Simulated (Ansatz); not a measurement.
# Ladder of methods for the band gap of fluorite CeO₂

Reference value: 3 eV (measured, temperature not stated, not corrected to a static lattice, O 2p to Ce 4f, sources range from 3.00 to 3.20; as tabulated in Tran et al. (2019), arXiv:1908.01820).

| level (code) | value (eV) | difference (eV) |
|---|---|---|
| LDA+SOC (Ansatz) | 1.85 (indirect) | -1.15 |
| PBE+SOC (Ansatz) | 1.89 (indirect) | -1.11 |
| PBEsol+SOC (Ansatz) | 1.88 (indirect) | -1.12 |
| r²SCAN+SOC (Ansatz) | 2.18 (indirect) | -0.82 |
| HSE06+SOC (Ansatz) | 3.54 (indirect) | +0.54 |

Nearest, and too close to rank with a margin of 0.21 eV (twice that across the reference) picked here for doubts on the reference and the settings, and for temperature and zero-point motion: HSE06+SOC (+0.54 eV), r²SCAN+SOC (-0.82 eV). Farthest off: LDA+SOC (-1.15 eV), PBE+SOC (-1.11 eV), PBEsol+SOC (-1.12 eV). Within 1 eV: r²SCAN+SOC, HSE06+SOC. The lowest first-principles rung that does so: DFT without exact exchange (r²SCAN+SOC).

Semilocal Kohn–Sham gaps run low as a rule, and all computed values are for a static lattice, while measured ones hold electron–phonon shifts unless said otherwise.  Values are at the measured cell. Cutoffs and k meshes differ between the levels. Ansatz's density-functional and Hartree–Fock values are scalar-relativistic unless marked +SOC, with PAW data made under PBE.

Differences are worked out from the printed values.

Ansatz is a first-principles code.
